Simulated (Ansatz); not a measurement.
Harmonic vibrations of AlH$_{6}$P (`[AlH3-][PH3+]`) by finite differences.

```yaml
crystal:
  periodic: [false, false, false]
  atoms:
    - {symbol: Al, position_ang: [-0.472059, 0.166915, -1.354480]}
    - {symbol: P, position_ang: [0.371450, -0.137046, 0.994620]}
    - {symbol: H, position_ang: [0.029996, -1.240687, -1.920089]}
    - {symbol: H, position_ang: [-2.016434, 0.334663, -0.979965]}
    - {symbol: H, position_ang: [0.379780, 1.475822, -1.692949]}
    - {symbol: H, position_ang: [0.167186, 0.896877, 1.930472]}
    - {symbol: H, position_ang: [1.750255, -0.340237, 1.204815]}
    - {symbol: H, position_ang: [-0.118074, -1.213406, 1.761674]}
basis:
  gaussian: {orbitals: def2-TZVP}
hamiltonian: {xc: pbe0, dispersion: d4}
phonons: {temperatures: {t_min: 298.15, t_max: 900, t_step: 200}}
```

```sh
$ ansatz run in.yaml --threads 4 --pin off --events-out ev --progress --plain --max-ram 10444MiB
```

Shortened log:

```
Functional definition: PBE0
mean field -15976.39054330 eV, -587.1215232796 hartree, gradient 1.6e-5 eV, S^2 0.000000; 0 other end points of the search recorded, 0 dependent functions left out
mean field -15976.39047767 eV, -587.1215208679 hartree, gradient 2.2e-6 eV, S^2 0.000000; 0 other end points of the search recorded, 0 dependent functions left out
mean field -15976.39048833 eV, -587.1215212598 hartree, gradient 2.6e-6 eV, S^2 0.000000; 0 other end points of the search recorded, 0 dependent functions left out
mean field -15976.39048101 eV, -587.1215209907 hartree, gradient 2.6e-6 eV, S^2 0.000000; 0 other end points of the search recorded, 0 dependent functions left out
mean field -15976.39047709 eV, -587.1215208468 hartree, gradient 2.4e-6 eV, S^2 0.000000; 0 other end points of the search recorded, 0 dependent functions left out
mean field -15976.39049472 eV, -587.1215214945 hartree, gradient 1.7e-6 eV, S^2 0.000000; 0 other end points of the search recorded, 0 dependent functions left out
mean field -15976.39053226 eV, -587.1215228742 hartree, gradient 1.7e-6 eV, S^2 0.000000; 0 other end points of the search recorded, 0 dependent functions left out
mean field -15976.39045558 eV, -587.1215200561 hartree, gradient 6.4e-7 eV, S^2 0.000000; 0 other end points of the search recorded, 0 dependent functions left out
mean field -15976.39044732 eV, -587.1215197527 hartree, gradient 5.9e-7 eV, S^2 0.000000; 0 other end points of the search recorded, 0 dependent functions left out
mean field -15976.39044981 eV, -587.1215198441 hartree, gradient 5.7e-7 eV, S^2 0.000000; 0 other end points of the search recorded, 0 dependent functions left out
mean field -15976.39045091 eV, -587.1215198845 hartree, gradient 5.3e-7 eV, S^2 0.000000; 0 other end points of the search recorded, 0 dependent functions left out
mean field -15976.39047903 eV, -587.1215209179 hartree, gradient 3.0e-6 eV, S^2 0.000000; 0 other end points of the search recorded, 0 dependent functions left out
mean field -15976.39044100 eV, -587.1215195204 hartree, gradient 9.0e-7 eV, S^2 0.000000; 0 other end points of the search recorded, 0 dependent functions left out
mean field -15976.39053578 eV, -587.1215230035 hartree, gradient 1.1e-6 eV, S^2 0.000000; 0 other end points of the search recorded, 0 dependent functions left out
mean field -15976.39053611 eV, -587.1215230155 hartree, gradient 9.3e-7 eV, S^2 0.000000; 0 other end points of the search recorded, 0 dependent functions left out
mean field -15976.39050391 eV, -587.1215218324 hartree, gradient 1.0e-6 eV, S^2 0.000000; 0 other end points of the search recorded, 0 dependent functions left out
mean field -15976.39052020 eV, -587.1215224309 hartree, gradient 1.0e-6 eV, S^2 0.000000; 0 other end points of the search recorded, 0 dependent functions left out
mean field -15976.39052545 eV, -587.1215226237 hartree, gradient 1.3e-6 eV, S^2 0.000000; 0 other end points of the search recorded, 0 dependent functions left out
mean field -15976.39054540 eV, -587.1215233571 hartree, gradient 1.4e-6 eV, S^2 0.000000; 0 other end points of the search recorded, 0 dependent functions left out
mean field -15976.39049517 eV, -587.1215215109 hartree, gradient 1.0e-6 eV, S^2 0.000000; 0 other end points of the search recorded, 0 dependent functions left out
mean field -15976.39051729 eV, -587.1215223239 hartree, gradient 1.1e-6 eV, S^2 0.000000; 0 other end points of the search recorded, 0 dependent functions left out
mean field -15976.39054092 eV, -587.1215231925 hartree, gradient 9.5e-7 eV, S^2 0.000000; 0 other end points of the search recorded, 0 dependent functions left out
mean field -15976.39053670 eV, -587.1215230373 hartree, gradient 1.0e-6 eV, S^2 0.000000; 0 other end points of the search recorded, 0 dependent functions left out
mean field -15976.39053483 eV, -587.1215229687 hartree, gradient 1.6e-6 eV, S^2 0.000000; 0 other end points of the search recorded, 0 dependent functions left out
mean field -15976.39054195 eV, -587.1215232302 hartree, gradient 1.5e-6 eV, S^2 0.000000; 0 other end points of the search recorded, 0 dependent functions left out
mean field -15976.39053308 eV, -587.1215229042 hartree, gradient 1.2e-6 eV, S^2 0.000000; 0 other end points of the search recorded, 0 dependent functions left out
mean field -15976.39052592 eV, -587.1215226410 hartree, gradient 1.0e-6 eV, S^2 0.000000; 0 other end points of the search recorded, 0 dependent functions left out
mean field -15976.39052378 eV, -587.1215225625 hartree, gradient 9.5e-7 eV, S^2 0.000000; 0 other end points of the search recorded, 0 dependent functions left out
mean field -15976.39050735 eV, -587.1215219585 hartree, gradient 9.7e-7 eV, S^2 0.000000; 0 other end points of the search recorded, 0 dependent functions left out
mean field -15976.39052955 eV, -587.1215227746 hartree, gradient 1.2e-6 eV, S^2 0.000000; 0 other end points of the search recorded, 0 dependent functions left out
mean field -15976.39054718 eV, -587.1215234224 hartree, gradient 1.4e-6 eV, S^2 0.000000; 0 other end points of the search recorded, 0 dependent functions left out
mean field -15976.39053265 eV, -587.1215228885 hartree, gradient 1.2e-6 eV, S^2 0.000000; 0 other end points of the search recorded, 0 dependent functions left out
mean field -15976.39053644 eV, -587.1215230276 hartree, gradient 1.3e-6 eV, S^2 0.000000; 0 other end points of the search recorded, 0 dependent functions left out
mean field -15976.39051151 eV, -587.1215221116 hartree, gradient 2.3e-6 eV, S^2 0.000000; 0 other end points of the search recorded, 0 dependent functions left out
mean field -15976.39049287 eV, -587.1215214266 hartree, gradient 2.1e-6 eV, S^2 0.000000; 0 other end points of the search recorded, 0 dependent functions left out
mean field -15976.39052187 eV, -587.1215224922 hartree, gradient 2.3e-6 eV, S^2 0.000000; 0 other end points of the search recorded, 0 dependent functions left out
mean field -15976.39049804 eV, -587.1215216165 hartree, gradient 1.7e-6 eV, S^2 0.000000; 0 other end points of the search recorded, 0 dependent functions left out
mean field -15976.39049091 eV, -587.1215213544 hartree, gradient 4.5e-7 eV, S^2 0.000000; 0 other end points of the search recorded, 0 dependent functions left out
mean field -15976.39046203 eV, -587.1215202933 hartree, gradient 2.3e-6 eV, S^2 0.000000; 0 other end points of the search recorded, 0 dependent functions left out
mean field -15976.39053323 eV, -587.1215229099 hartree, gradient 1.4e-6 eV, S^2 0.000000; 0 other end points of the search recorded, 0 dependent functions left out
mean field -15976.39053562 eV, -587.1215229977 hartree, gradient 1.2e-6 eV, S^2 0.000000; 0 other end points of the search recorded, 0 dependent functions left out
mean field -15976.39053761 eV, -587.1215230709 hartree, gradient 1.1e-6 eV, S^2 0.000000; 0 other end points of the search recorded, 0 dependent functions left out
mean field -15976.39053397 eV, -587.1215229368 hartree, gradient 1.1e-6 eV, S^2 0.000000; 0 other end points of the search recorded, 0 dependent functions left out
mean field -15976.39052461 eV, -587.1215225929 hartree, gradient 1.5e-6 eV, S^2 0.000000; 0 other end points of the search recorded, 0 dependent functions left out
mean field -15976.39053202 eV, -587.1215228653 hartree, gradient 1.5e-6 eV, S^2 0.000000; 0 other end points of the search recorded, 0 dependent functions left out
mean field -15976.39048775 eV, -587.1215212382 hartree, gradient 2.2e-6 eV, S^2 0.000000; 0 other end points of the search recorded, 0 dependent functions left out
mean field -15976.39051118 eV, -587.1215220995 hartree, gradient 2.5e-6 eV, S^2 0.000000; 0 other end points of the search recorded, 0 dependent functions left out
mean field -15976.39052728 eV, -587.1215226909 hartree, gradient 2.0e-6 eV, S^2 0.000000; 0 other end points of the search recorded, 0 dependent functions left out
mean field -15976.39051055 eV, -587.1215220762 hartree, gradient 1.6e-6 eV, S^2 0.000000; 0 other end points of the search recorded, 0 dependent functions left out
Total energy: -15976.50027770 eV, -587.1255559448 hartree
Atom 0 at    -0.472059     0.166915    -1.354480 Å, force     0.000866    -0.000326     0.001007 eV/Å
Atom 1 at     0.371450    -0.137046     0.994620 Å, force    -0.002042     0.001150    -0.003017 eV/Å
Atom 2 at     0.029996    -1.240687    -1.920089 Å, force     0.000290    -0.001269     0.000319 eV/Å
Atom 3 at    -2.016434     0.334663    -0.979965 Å, force    -0.000554     0.000128     0.001299 eV/Å
Atom 4 at     0.379780     1.475822    -1.692949 Å, force     0.001189     0.000609     0.000400 eV/Å
Atom 5 at     0.167186     0.896877     1.930472 Å, force    -0.001485     0.003217     0.001573 eV/Å
Atom 6 at     1.750255    -0.340237     1.204815 Å, force     0.003729    -0.000008    -0.001879 eV/Å
Atom 7 at    -0.118074    -1.213406     1.761674 Å, force    -0.001992    -0.003501     0.000299 eV/Å
Dipole moment:     0.291050    -0.104923     0.810616 e Å
Vibrations: 137.36 207.39 207.47 259.57 514.44 514.52 695.46 752.95 753.00 993.46 1119.05 1119.08 1870.75 1870.88 1878.18 2470.92 2489.14 2489.14 cm⁻¹, zero-point energy 1.261090 eV
```

It took 26 s on 4 threads of an Arm Neoverse V1 on a shared host, with 0.19 GiB of host memory at the peak.
